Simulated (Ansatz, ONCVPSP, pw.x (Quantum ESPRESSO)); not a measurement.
**germanium (Ge): one change to the ONCV potential, in the atom and in the diamond crystal**

- Element: germanium (Ge)
- Generator: ONCVPSP 4.0.1
- Type: optimised norm-conserving Vanderbilt (ONCV)
- Functional: PBE
- Relativity: scalar-relativistic
- Frozen core: [Ar] 3d10
- Valence charge: 4
- Reference configuration: 4s1.5 4p2.5
- Partial waves: 4s: rc 1.50 bohr, ncon 4, nbas 8, qcut 3.8 1/bohr, 2 projectors, debl 0.4 Ha; 4p: rc 1.55 bohr, ncon 3, nbas 6, qcut 5.5 1/bohr, 1 projector
- Local potential: polynomial inside 1.45 bohr (lpopt 5, dvloc0 0 Ha)
- Core correction: Teter function, fcfact 1.75, rcfact 1.75

In the s channel the program set the typed energies aside and used -0.449, 0.250 Ha.

Change: local potential polynomial inside 1.00 bohr (lpopt 5, dvloc0 0 Ha).

Cutoffs, loose and tight: the cutoffs (Ha) at which the residual kinetic energy of the hardest occupied pseudo-wave falls to 1 and 0.1 mHa per electron. They do not see the model core or the augmentation charge, which bear on the density cutoff. Test errors are all-electron minus pseudo excitation energies from the reference, over the configurations 4s2 4p2; 4s2 4p1; 4s2 4p0; 4s0 4p4; variants that change the core or the reference have their own tests.

Crystal test: diamond Ge in pw.x 7.5, no spin, 8³ k-points, Fermi–Dirac smearing 0.01 Ry, cutoffs set for each file from its atomic test. The reference is all-electron LAPW (Ansatz 0.2.0) with the same functional, mesh and smearing; V0 and B0 come from Birch–Murnaghan fits to the pressures at five volumes. Errors are pseudo minus all-electron; Δ is the rms difference of the E(V) curves that follow from these fits, minima aligned, over ±6 % about the mean V0. Mesh and smearing are coarse, so the numbers serve the comparison and aren't converged zero-temperature values; the lattice is a test structure that the element need not adopt.

All-electron: a0 = 5.765 Å (V0 = 23.95 Å³/atom), B0 = 57.6 GPa.

Task: Does the change bring the crystal closer to the all-electron result?

Result: The mean pressure error goes from -6.55 to -10.01 GPa, so the change moves the solid further from the all-electron pressures. Neither pressure curve crosses zero within the volumes sampled, so no fits are given.

| quantity | base | changed |
| --- | --- | --- |
| outcome (atom) | generated, projector energies reset by the program | generated, projector energies reset by the program |
| cutoff, loose (atom) | 9.9 Ha | 9.9 Ha |
| cutoff, tight (atom) | 33 Ha | 33 Ha |
| bound ghosts (atom) | none | none |
| largest test error (meV) (atom) | -180 | 4 of 4 tests not solved or not reliable |
| cutoffs in pw.x (Ry) | 80/320 | 80/320 |
| mean pressure error (GPa) | -6.55 | -10.01 |

Base: This is a poor potential for the solid. Changed file: This is a poor potential for the solid. The generator flags a localised state at positive energy (p at 39 eV). Atomic configuration tests: 4 of 4 tests not solved or not reliable.
